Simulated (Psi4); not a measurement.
**One shape, several levels: doublet C2HF+**

We compute a comparison of 5 runs (UHF/STO-3G, UHF/3-21G, UB3LYP/6-31G*, UMP2/cc-pVTZ, UMP3/cc-pVTZ) of doublet C2HF+. 

Program for the calculation: Psi4 1.11.

1 further run of the same task is left out (set aside as unsound or not needed).

## 1. The structure to begin with

C2HF+: 4 atoms, total charge +1, spin state doublet. SMILES of the parent species: `C#CF`. The shape is that of a PBE0-D4/def2-TZVP optimisation. That shape belongs to the parent species and isn't relaxed for this state.

Bond lengths: C1–C2 1.192 Å, C2–F3 1.270 Å, C1–H4 1.063 Å. Angles: C1–C2–F3 180.0°, C2–C1–H4 180.0°.

## 2. The energy at UHF/STO-3G (run 1)

c2hf.json reads:

```json
{
  "schema_name": "qcschema_input",
  "schema_version": 1,
  "molecule": {
    "schema_name": "qcschema_molecule",
    "schema_version": 2,
    "symbols": ["C", "C", "F", "H"],
    "geometry": [-0.68224782, 0.8562538, -0.54843632, 0.57309724, -0.7196833, 0.46073413, 1.90975722, -2.39808135, 1.53502453, -1.80058774, 2.26151084, -1.44732234],
    "molecular_charge": 1,
    "molecular_multiplicity": 2,
    "fix_symmetry": "c1",
    "fix_com": true,
    "fix_orientation": true
  },
  "driver": "energy",
  "model": {
    "method": "scf",
    "basis": "STO-3G"
  },
  "keywords": {
    "reference": "uhf",
    "puream": true,
    "e_convergence": 1e-09,
    "d_convergence": 1e-08,
    "scf_type": "pk",
    "maxiter": 100,
    "scf_properties": ["LOWDIN_CHARGES", "MULLIKEN_CHARGES", "QUADRUPOLE"]
  }
}
```

Command:

```console
psi4 --qcschema c2hf.json -n 1 --memory 2200MB
```

stdout:

```text
[...]
  Running in c1 symmetry.
[...]
  Nuclear repulsion =   55.832094240306979
[...]
  Multiplicity = 2
[...]
  Nalpha       = 11
  Nbeta        = 10
[...]
    Number of basis functions: 16
[...]
   @UHF iter   1:  -172.92672891840175   -1.08927e+00   1.77918e-02 ADIIS/DIIS
[...]
   @UHF iter  18:  -172.98783409826041   -3.41061e-13   8.11936e-09 DIIS
[...]
   @S^2 Observed:                7.732219367E-01
[...]
  @UHF Final Energy:  -172.98783409826041
   => Energetics <=
    Nuclear Repulsion Energy =             55.8320942403069793
    One-Electron Energy =                -341.2114903795138616
    Two-Electron Energy =                 112.3915620409464964
    Total Energy =                       -172.9878340982604072
  UHF NO Occupations:
  HONO-2 :    9  A 1.9979985
  HONO-1 :   10  A 1.9921151
[...]
 Multipole Moments:
 ------------------------------------------------------------------------------------
     Multipole            Electronic (a.u.)      Nuclear  (a.u.)        Total (a.u.)
 ------------------------------------------------------------------------------------
 L = 1.  Multiply by 2.5417464519 to convert [e a0] to [Debye]
 Dipole X            :        -14.7319824           14.7323238            0.0003414
 Dipole Y            :         18.5013722          -18.5017983           -0.0004261
 Dipole Z            :        -11.8413467           11.8416853            0.0003386
 Magnitude           :                                                    0.0006424
 L = 2.  Multiply by 1.3450342976 to convert [e a0^2] to [Debye ang]
 Quadrupole XX       :        -48.9783811           40.8300852           -8.1482959
 Quadrupole XY       :         49.3126437          -51.2695821           -1.9569384
[...]
  Mulliken Charges: (a.u.)
   Center  Symbol    Alpha    Beta     Spin     Total
       1     C     3.31334  2.50184  0.81150  0.18482
       2     C     2.84616  2.73912  0.10704  0.41471
       3     F     4.51366  4.36475  0.14891  0.12159
       4     H     0.32684  0.39429 -0.06745  0.27887
   Total alpha = 11.00000, Total beta = 10.00000, Total charge =  1.00000
  Lowdin Charges: (a.u.)
   Center  Symbol    Alpha    Beta     Spin     Total
       1     C     3.27271  2.50809  0.76462  0.21920
       2     C     2.87441  2.73980  0.13461  0.38579
[...]
```

The result, in JSON:

```text
{
 "driver": "energy",
 "model": {
  "method": "scf",
  "basis": "STO-3G"
 },
 "success": true,
 "return_result": -172.9878340982604,
 "properties": {
  "calcinfo_nbasis": 16,
  "calcinfo_nmo": 16,
  "calcinfo_nalpha": 11,
  "calcinfo_nbeta": 10,
  "calcinfo_natom": 4,
  "nuclear_repulsion_energy": 55.83209424030698,
  "return_energy": -172.9878340982604,
  "scf_one_electron_energy": -341.21149037951386,
  "scf_two_electron_energy": 112.3915620409465,
  "scf_dipole_moment": [0.00034140568188689713, -0.00042606694884028684, 0.0003385687248300684],
  "scf_total_energy": -172.9878340982604,
  "scf_iterations": 18
 }
}
```

Wall time 4.2 s (1 thread of Intel Xeon at 2.50GHz (Skylake/Cascade Lake), shared host); peak memory 0.18 GiB.

## 3. Energy and gradient at UHF/3-21G (run 2)

c2hf.py reads:

```python
import psi4

psi4.set_memory('2200 MB')
psi4.set_num_threads(1)
psi4.set_output_file('psi4.out', False)

molecule = psi4.geometry("""
1 2
C     -0.361030     0.453110    -0.290220
C      0.303270    -0.380840     0.243810
F      1.010600    -1.269010     0.812300
H     -0.952830     1.196740    -0.765890
symmetry c1
no_reorient
no_com
""")

psi4.set_options({
    'basis': '3-21G',
    'reference': 'uhf',
    'puream': True,
    'e_convergence': 1e-09,
    'd_convergence': 1e-08,
    'scf_type': 'pk',
    'maxiter': 100,
})

energy_value, wavefunction = psi4.gradient('hf', return_wfn=True)
psi4.oeprop(wavefunction, 'MULLIKEN_CHARGES', 'MAYER_INDICES', 'WIBERG_LOWDIN_INDICES', title='HF')
print('gradient / Eh bohr^-1')
print(energy_value.np.round(6))
print(f'energy = {wavefunction.energy():.10f} Eh')
for k, v in sorted(psi4.core.scalar_variables().items()):
    print(f'{k:45s} {v:18.10f}')
```

Command:

```console
python c2hf.py
```

psi4.out:

```text
[...]
  Running in c1 symmetry.
[...]
  Nuclear repulsion =   55.832094169203373
[...]
  Multiplicity = 2
[...]
  Nalpha       = 11
  Nbeta        = 10
[...]
    Number of basis functions: 29
[...]
   @UHF iter   1:  -174.24792504409115   -2.17481e-01   1.04334e-02 ADIIS/DIIS
[...]
   @UHF iter  18:  -174.30746009788180   -9.09495e-13   8.90797e-09 DIIS
[...]
   @S^2 Observed:                7.558989164E-01
[...]
  @UHF Final Energy:  -174.30746009788180
   => Energetics <=
    Nuclear Repulsion Energy =             55.8320941692033728
    One-Electron Energy =                -342.5773787939752992
    Two-Electron Energy =                 112.4378245268900827
    Total Energy =                       -174.3074600978818012
  UHF NO Occupations:
  HONO-2 :    9  A 1.9988695
  HONO-1 :   10  A 1.9988513
[...]
 Multipole Moments:
 ------------------------------------------------------------------------------------
     Multipole            Electronic (a.u.)      Nuclear  (a.u.)        Total (a.u.)
 ------------------------------------------------------------------------------------
 L = 1.  Multiply by 2.5417464519 to convert [e a0] to [Debye]
 Dipole X            :        -14.9715435           14.7323238           -0.2392198
 Dipole Y            :         18.8021282          -18.5017983            0.3003300
 Dipole Z            :        -12.0338756           11.8416853           -0.1921903
 Magnitude           :                                                    0.4293732
[...]
  -Total Gradient:
     Atom            X                  Y                   Z
    ------   -----------------  -----------------  -----------------
       1        0.041191028490    -0.051753151343     0.033102203322
       2       -0.058843595517     0.073903844395    -0.047289377591
       3        0.017106494801    -0.021484773237     0.013744600456
       4        0.000546072226    -0.000665919813     0.000442573813
[...]
  Mulliken Charges: (a.u.)
   Center  Symbol    Alpha    Beta     Spin     Total
       1     C     3.23404  2.53272  0.70132  0.23323
       2     C     2.90216  2.61832  0.28384  0.47952
       3     F     4.64072  4.57961  0.06112 -0.22033
       4     H     0.22307  0.26935 -0.04628  0.50758
   Total alpha = 11.00000, Total beta = 10.00000, Total charge =  1.00000
  Mayer Bond Indices:
  Total Bond Index:
  Irrep: 1 Size: 4 x 4
[...]
```

The script printed:

```text
gradient / Eh bohr^-1
[[ 0.041191 -0.051753  0.033102]
 [-0.058844  0.073904 -0.047289]
 [ 0.017106 -0.021485  0.013745]
 [ 0.000546 -0.000666  0.000443]]
energy = -174.3074600979 Eh
CURRENT ENERGY                                   -174.3074600979
CURRENT REFERENCE ENERGY                         -174.3074600979
DD SOLVATION ENERGY                                 0.0000000000
HF KINETIC ENERGY                                 173.6215957648
HF POTENTIAL ENERGY                              -347.9290558627
HF TOTAL ENERGY                                  -174.3074600979
HF VIRIAL RATIO                                     2.0039503400
NUCLEAR REPULSION ENERGY                           55.8320941692
ONE-ELECTRON ENERGY                              -342.5773787940
PCM POLARIZATION ENERGY                             0.0000000000
PE ENERGY                                           0.0000000000
SCF ITERATION ENERGY                             -174.3074600979
SCF ITERATIONS                                     18.0000000000
SCF TOTAL ENERGY                                 -174.3074600979
TWO-ELECTRON ENERGY                               112.4378245269
```

Wall time 3.3 s (1 thread of Intel Xeon at 2.50GHz (Skylake/Cascade Lake), shared host); peak memory 0.18 GiB.

Run 3 isn't shown in full; the table further down has it.

## 4. The energy at UMP2/cc-pVTZ (run 4)

job.in reads:

```
memory 2200 MB

molecule molecule1 {
  1 2
  C     -0.361030     0.453110    -0.290220
  C      0.303270    -0.380840     0.243810
  F      1.010600    -1.269010     0.812300
  H     -0.952830     1.196740    -0.765890
  symmetry c1
}

set basis cc-pVTZ
set reference uhf
set puream true
set e_convergence 1e-09
set d_convergence 1e-08
set scf_type pk
set num_frozen_docc 3
set mp2_type conv
set maxiter 100

e_tot, wfn = energy("mp2", return_wfn=True)
```

Command:

```console
psi4 job.in job.out -n 1
```

job.out:

```text
[...]
  Running in c1 symmetry.
[...]
  Nuclear repulsion =   55.832094169203366
[...]
  Multiplicity = 2
[...]
  Nalpha       = 11
  Nbeta        = 10
[...]
    Number of basis functions: 104
[...]
   @UHF iter   1:  -175.27921950379391   -3.24728e-01   3.22482e-03 DIIS/ADIIS
[...]
   @UHF iter  18:  -175.34588885153104   -3.18323e-12   3.95749e-09 DIIS
[...]
   @S^2 Observed:                7.557583256E-01
[...]
    Orbital Energies [Eh]
    ---------------------
    Alpha Occupied:
       1A    -26.695477     2A    -11.728771     3A    -11.635952
       4A     -2.009545     5A     -1.461588     6A     -1.164113
       7A     -1.068820     8A     -1.058047     9A     -1.055685
      10A     -0.822701    11A     -0.776662
    Alpha Virtual:
      12A     -0.125450    13A     -0.096271    14A     -0.076133
      15A     -0.026728    16A      0.066540    17A      0.131493
      18A      0.151462    19A      0.185974    20A      0.252701
      21A      0.269855    22A      0.333690    23A      0.388249
      24A      0.412980    25A      0.413919    26A      0.544675
[...]
  @UHF Final Energy:  -175.34588885153104
   => Energetics <=
    Nuclear Repulsion Energy =             55.8320941692033657
    One-Electron Energy =                -344.4410811768514691
    Two-Electron Energy =                 113.2630981561170813
    Total Energy =                       -175.3458888515310434
  UHF NO Occupations:
  HONO-2 :    9  A 1.9993807
  HONO-1 :   10  A 1.9985901
[...]
 Multipole Moments:
 ------------------------------------------------------------------------------------
     Multipole            Electronic (a.u.)      Nuclear  (a.u.)        Total (a.u.)
 ------------------------------------------------------------------------------------
 L = 1.  Multiply by 2.5417464519 to convert [e a0] to [Debye]
 Dipole X            :          0.8902486           -1.8442565           -0.9540079
 Dipole Y            :         -1.1180835            2.3160865            1.1980029
 Dipole Z            :          0.7156070           -1.4823992           -0.7667922
 Magnitude           :                                                    1.7126915
[...]
	SCS-MP2 Total Energy (a.u.)        :  -175.83158651593260
	SOS-MP2 Total Energy (a.u.)        :  -175.79012577721122
	SCSN-MP2 Total Energy (a.u.)       :  -175.56480155197980
[...]
	SOS-PI-MP2 Total Energy (a.u.)     :  -175.86416526482458
[...]
	MP2 Total Energy (a.u.)            :  -175.84046850576192
[...]
```

Wall time 26 s (1 thread of Intel Xeon at 2.50GHz (Skylake/Cascade Lake), shared host); peak memory 0.68 GiB.

## 5. A single-point energy at UMP3/cc-pVTZ (run 5)

c2hf.json reads:

```json
{
 "schema_name": "qcschema_input",
 "schema_version": 1,
 "molecule": {
  "schema_name": "qcschema_molecule",
  "schema_version": 2,
  "symbols": ["C", "C", "F", "H"],
  "geometry": [-0.68224782, 0.8562538, -0.54843632, 0.57309724, -0.7196833, 0.46073413, 1.90975722, -2.39808135, 1.53502453, -1.80058774, 2.26151084, -1.44732234],
  "molecular_charge": 1,
  "molecular_multiplicity": 2,
  "fix_symmetry": "c1",
  "fix_com": true,
  "fix_orientation": true
 },
 "driver": "energy",
 "model": {
  "method": "mp3",
  "basis": "cc-pVTZ"
 },
 "keywords": {
  "reference": "uhf",
  "puream": true,
  "e_convergence": 1e-09,
  "d_convergence": 1e-08,
  "scf_type": "pk",
  "num_frozen_docc": 3,
  "maxiter": 100,
  "mp_type": "conv"
 }
}
```

Command:

```console
psi4 --qcschema c2hf.json -n 1 --memory 2200MB
```

stdout:

```text
[...]
  Running in c1 symmetry.
[...]
  Nuclear repulsion =   55.832094240306979
[...]
  Multiplicity = 2
[...]
  Nalpha       = 11
  Nbeta        = 10
[...]
    Number of basis functions: 104
[...]
   @UHF iter   1:  -175.27921950417070   -3.24728e-01   3.22482e-03 DIIS/ADIIS
[...]
   @UHF iter  18:  -175.34588885183121   -3.18323e-12   3.95749e-09 DIIS
[...]
   @S^2 Observed:                7.557583256E-01
[...]
    Orbital Energies [Eh]
    ---------------------
    Alpha Occupied:
       1A    -26.695477     2A    -11.728771     3A    -11.635952
       4A     -2.009545     5A     -1.461588     6A     -1.164113
       7A     -1.068820     8A     -1.058047     9A     -1.055685
      10A     -0.822701    11A     -0.776662
    Alpha Virtual:
      12A     -0.125450    13A     -0.096271    14A     -0.076133
      15A     -0.026728    16A      0.066540    17A      0.131493
      18A      0.151462    19A      0.185974    20A      0.252701
      21A      0.269855    22A      0.333690    23A      0.388249
      24A      0.412980    25A      0.413919    26A      0.544675
[...]
  @UHF Final Energy:  -175.34588885183121
   => Energetics <=
    Nuclear Repulsion Energy =             55.8320942403069793
    One-Electron Energy =                -344.4410813093288652
    Two-Electron Energy =                 113.2630982171907164
    Total Energy =                       -175.3458888518312051
  UHF NO Occupations:
  HONO-2 :    9  A 1.9993807
  HONO-1 :   10  A 1.9985901
[...]
 Multipole Moments:
 ------------------------------------------------------------------------------------
     Multipole            Electronic (a.u.)      Nuclear  (a.u.)        Total (a.u.)
 ------------------------------------------------------------------------------------
 L = 1.  Multiply by 2.5417464519 to convert [e a0] to [Debye]
 Dipole X            :        -14.9328507           14.7323238           -0.2005269
 Dipole Y            :         18.7535337          -18.5017983            0.2517354
 Dipole Z            :        -12.0028373           11.8416853           -0.1611520
 Magnitude           :                                                    0.3599330
[...]
	SCS-MP2 Total Energy (a.u.)        :  -175.83158651605117
	SOS-MP2 Total Energy (a.u.)        :  -175.82714552113168
[...]
	SOS-PI-MP2 Total Energy (a.u.)     :  -175.86416526492405
[...]
	MP2 Total Energy (a.u.)            :  -175.84046850589010
[...]
	SCS-MP3 Total Energy (a.u.)        :  -175.83433767490234
[...]
	MP3 Total Energy (a.u.)            :  -175.85147314129475
[...]
```

The result, in JSON:

```text
{
 "driver": "energy",
 "model": {
  "method": "mp3",
  "basis": "cc-pVTZ"
 },
 "success": true,
 "return_result": -175.85147314129475,
 "properties": {
  "calcinfo_nbasis": 104,
  "calcinfo_nmo": 104,
  "calcinfo_nalpha": 11,
  "calcinfo_nbeta": 10,
  "calcinfo_natom": 4,
  "nuclear_repulsion_energy": 55.83209424030698,
  "return_energy": -175.85147314129475,
  "scf_one_electron_energy": -344.44108130932887,
  "scf_two_electron_energy": 113.26309821719072,
  "scf_dipole_moment": [-0.20052694500024515, 0.2517354277363033, -0.1611519907422334],
  "scf_total_energy": -175.3458888518312,
  "scf_iterations": 18,
  "mp2_same_spin_correlation_energy": -0.12438221613544947,
  "mp2_opposite_spin_correlation_energy": -0.37019743792345394,
  "mp2_singles_energy": 0.0,
  "mp2_doubles_energy": -0.49457965405890336,
  "mp2_correlation_energy": -0.4945796540588958,
  "mp2_total_energy": -175.8404685058901
 }
}
```

Wall time 61 s (1 thread of Intel Xeon at 2.50GHz (Skylake/Cascade Lake), shared host); peak memory 1.4 GiB.

## 6. The series

```csv
run,level,task,integration grid,energy (Eh),HOMO energy (eV),LUMO energy (eV),⟨S²⟩,wall time
1,UHF/STO-3G,energy,–,-172.987834,-19.79,-8.14,0.773,4.2 s
2,UHF/3-21G,gradient,–,-174.307460,-20.80,-9.58,0.756,3.3 s
3,UB3LYP/6-31G* (spherical functions),gradient,99 radial × 590 angular,-176.129428,-16.95,-14.37,0.752,23 s
4,UMP2/cc-pVTZ,energy,–,-175.840469,-20.62,-8.81,0.756,26 s
5,UMP3/cc-pVTZ,energy,–,-175.851473,-20.62,-8.81,0.756,61 s
```

## 7. What came out

```
                                                         quantity          value
                                              run 5: total energy  -175.85147 Eh
run 5: HOMO energy (Hartree–Fock orbitals) (highest over α and β)      -20.62 eV
 run 5: LUMO energy (Hartree–Fock orbitals) (lowest over α and β)       -8.81 eV
               run 5: correlation energy (3 core orbitals frozen)     -505.6 mEh
                         run 5: ⟨S²⟩ of the reference determinant          0.756
```

In words: In run 1 the basis is minimal, so the values are rough. All runs together took 2 min, the longest 61 s.
